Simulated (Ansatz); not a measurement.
Scan of [OH···H···N], quartet

Starting geometry:

```xyz
4

O    -1.0026   -0.0292    0.0000
H    -1.2519    0.8974    0.0000
H    -0.0431   -0.0292    0.0000
N     1.2384   -0.0292    0.0000
```

From there H3 is moved from one fragment to the other while all else, the fragments' distance too, stays fixed; atoms are numbered as listed. Energies are in kcal/mol, counted from the starting geometry at the same level. Kohn–Sham curves are unrestricted where that lies lower.

Basis cc-pVTZ; Ansatz 0.2.0. Correlated methods freeze the noble-gas cores. R marks a restricted (for open shells ROHF) determinant, U an unrestricted one.

Full CI isn't at hand for all of this; UCCSDT(Q) serves as the reference, and is uncertain by about the last step of the cluster series.

```csv
distance O1-H3 (Å),UCCSDT(Q),PBE,r2SCAN,PBE0,B3LYP,wB97X-V,wB97M-V,B2PLYP,PBE-QIDH,RPA-PBE
0.960,0.0,0.0,0.0,0.0,0.0,0.0,0.0,0.0,0.0,0.0
0.994,1.4,-0.3,0.2,0.5,0.4,0.9,1.0,0.9,1.4,0.7
1.063,6.5,1.3,2.8,3.8,3.2,4.8,5.0,4.8,6.5,3.9
1.132,12.9,4.9,7.2,8.4,7.4,10.0,10.4,10.1,12.9,8.5
1.201,19.8,10.3,12.9,14.1,12.7,16.1,16.4,16.3,19.7,14.1
```

Judged by the spread of the error over the points with a reference (largest less smallest), which of these follows UCCSDT(Q) best and which worst?

Subtracting the UCCSDT(Q) column from each: best PBE-QIDH (errors from -0.1 to 0.0, spread 0.1 kcal/mol), worst PBE (from -9.4 to 0.0, spread 9.4 kcal/mol). Functionals and wave-function methods converge differently with the basis, so part of this is basis effect.
